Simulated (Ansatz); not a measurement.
```yaml
crystal:
  periodic: [false, false, false]
  atoms:
    - {symbol: B, position_ang: [-0.000314, 0.000497, -0.037169]}
    - {symbol: F, position_ang: [0.012693, -0.021167, 1.417882]}
    - {symbol: H, position_ang: [1.167317, 0.011989, -0.470642]}
    - {symbol: H, position_ang: [-0.594134, 1.018770, -0.439881]}
    - {symbol: H, position_ang: [-0.585562, -1.010090, -0.470201]}
basis:
  gaussian: {orbitals: STO-3G}
total_charge: -1
hamiltonian: {xc: {name: r2SCAN0}, dispersion: d3bj}
accuracy: high
scf: {omitted_lower_state_checks: [starts]}
output: {forces: true}
```

```sh
$ ansatz run in.yaml --threads 4 --pin off --events-out ev --progress --plain --max-ram 3916MiB
```

Shortened log:

```
Warning: the engine holds no damping parameters fitted to this dispersion correction and functional, so the run takes those fitted to r2scan0 beside the three-body term, which d3bj leaves out (hamiltonian.dispersion, under Limitations)
Functional definition: r2SCAN0
  name "r2SCAN0"
  cite "Bursch, Neugebauer, Ehlert & Grimme, J. Chem. Phys. 156, 134105 (2022) doi:10.1063/5.0086040"
  cite "Furness, Kaplan, Ning, Perdew & Sun, J. Phys. Chem. Lett. 11, 8208 (2020) doi:10.1021/acs.jpclett.0c02405"
  cite "Furness, Kaplan, Ning, Perdew & Sun, J. Phys. Chem. Lett. 11, 9248 (2020) doi:10.1021/acs.jpclett.0c03077"
  parent r2scan
  parameter a = 0.25
  parameter k0 = 0.174
  parameter k1 = 0.065
  parameter a1 = 4.9479
  exchange = (1 - a)*r2scan_x(k0 = k0, k1 = k1, a1 = a1) + a*exact_x
  correlation = r2scan_c
these checks for a lower state are left out or cut short: starts
209 factors; integrals over basis functions are off by at most 3.3e-8 eV
mean field evaluation 1: about -3389.4365 eV, gradient 1.7e1 eV
mean field evaluation 2: about -3390.3406 eV, gradient 7.5e0 eV
mean field evaluation 4: about -3390.5652 eV, gradient 2.1e-1 eV
mean field evaluation 8: about -3390.5286 eV, gradient 7.2e-4 eV
mean field -3390.52859698 eV, -124.5996277563 hartree, gradient 6.6e-9 eV, S^2 0.000000; 0 other end points of the search recorded, 0 dependent functions left out
the calculation of the forces begins
reference -3390.52859724 eV, -124.5996277657 hartree; 9, 9 occupied and 4, 4 virtual orbitals, 209 factors
Total energy: -3390.53851931 eV, -124.5999923951 hartree
Atom 0 at    -0.000314     0.000497    -0.037169 Å, force     0.004061    -0.005295     0.575111 eV/Å
Atom 1 at     0.012693    -0.021167     1.417882 Å, force    -0.011363     0.018796    -1.278727 eV/Å
Atom 2 at     1.167317     0.011989    -0.470642 Å, force    -1.112907    -0.008855     0.244276 eV/Å
Atom 3 at    -0.594134     1.018770    -0.439881 Å, force     0.564621    -0.968473     0.215653 eV/Å
Atom 4 at    -0.585562    -1.010090    -0.470201 Å, force     0.555587     0.963827     0.243688 eV/Å
Dipole moment:     0.004958    -0.008296     0.551665 e Å
Checks for a lower state left out: starts
```

It took 0.65 s on 4 threads of Arm Neoverse V2 on a shared host.

The highest occupied level of an anion often lies above zero with these methods, and sets without diffuse functions describe the outer electron poorly.

The dipole of an ion depends on the origin.
